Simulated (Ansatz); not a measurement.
# CH₇BO: small, medium and large basis sets

An exercise on one series of results from a longer session: the logs are not shown, and one member is left open.

Method: one geometry, several basis sets; program: Ansatz 0.2.0, Gaussian basis.

Plan: PBE0-D4/def2-SVP; ωB97M-V/def2-SVP; PBE0-D4/def2-QZVPP; ωB97M-V/def2-QZVPP; the functionals' def2-TZVPP values are taken from earlier runs.

## The relaxed structure

An earlier PBE0-D4 in a triple-zeta def2 set relaxation fixed the geometry.

SMILES `[BH3-][OH+]C`, 10 atoms, charge 0, spin multiplicity 1.

Atoms are counted from 1 here; the program's logs count them from 0.

Bond lengths: B1–O2 1.643 Å, B1–H4 1.206 Å, B1–H5 1.207 Å, B1–H6 1.213 Å, O2–C3 1.433 Å, O2–H7 0.963 Å, C3–H8 1.087 Å, C3–H9 1.091 Å, C3–H10 1.090 Å. Angles: O2–B1–H4 103.2°, O2–B1–H5 102.4°, O2–B1–H6 104.3°, H4–B1–H5 115.4°, H4–B1–H6 114.5°, H5–B1–H6 114.7°, B1–O2–C3 114.7°, B1–O2–H7 107.4°, C3–O2–H7 110.2°, O2–C3–H8 105.9°, O2–C3–H9 110.2°, O2–C3–H10 109.1°, H8–C3–H9 109.6°, H8–C3–H10 110.4°, H9–C3–H10 111.4°.

Set-up of the first run:

Input file in.yaml:

```yaml
crystal:
  periodic: [false, false, false]
  atoms:
    - {symbol: B, position_ang: [-1.054314, 0.432782, -0.686777]}
    - {symbol: O, position_ang: [0.530692, 0.048119, -0.485142]}
    - {symbol: C, position_ang: [0.837117, -0.595332, 0.757639]}
    - {symbol: H, position_ang: [-1.598140, -0.643776, -0.708932]}
    - {symbol: H, position_ang: [-1.045442, 1.029489, -1.736148]}
    - {symbol: H, position_ang: [-1.322675, 1.112557, 0.281825]}
    - {symbol: H, position_ang: [1.038548, 0.861712, -0.572533]}
    - {symbol: H, position_ang: [0.270751, -1.523046, 0.760839]}
    - {symbol: H, position_ang: [0.520325, 0.030041, 1.593941]}
    - {symbol: H, position_ang: [1.906338, -0.803647, 0.798290]}
basis:
  gaussian: {orbitals: def2-SVP}
hamiltonian: {xc: pbe0, dispersion: d4}
output: {orbitals: {seedname: orbitals}}
```

On the command line:

```console
ansatz run in.yaml --threads 4 --pin off --events-out ev --progress --plain --max-ram 10444MiB
```

Among the steps run: PBE0-D4 in def2-SVP; ωB97M-V in def2-SVP; PBE0-D4 in def2-QZVPP; ωB97M-V in def2-QZVPP.

One of the session's tables, all rows but one given; the rest of the session is left out.

| functional | basis | HOMO (eV) | LUMO (eV) |
| --- | --- | --- | --- |
| PBE0-D4 | def2-SVP | -7.79 | 0.61 |
| PBE0-D4 | def2-TZVPP | -7.93 | 0.05 |
| PBE0-D4 | def2-QZVPP | -7.94 | -0.25 |
| ωB97M-V | def2-SVP | ? | ? |
| ωB97M-V | def2-TZVPP | -10.30 | 1.58 |
| ωB97M-V | def2-QZVPP | -10.31 | 0.99 |

Estimate the missing values for ωB97M-V, def2-SVP.

**Answer.** HOMO (eV): -10.11; LUMO (eV): 2.35. In the column «HOMO (eV)» it lies between ωB97M-V, def2-TZVPP (-10.30) and PBE0-D4, def2-QZVPP (-7.94).
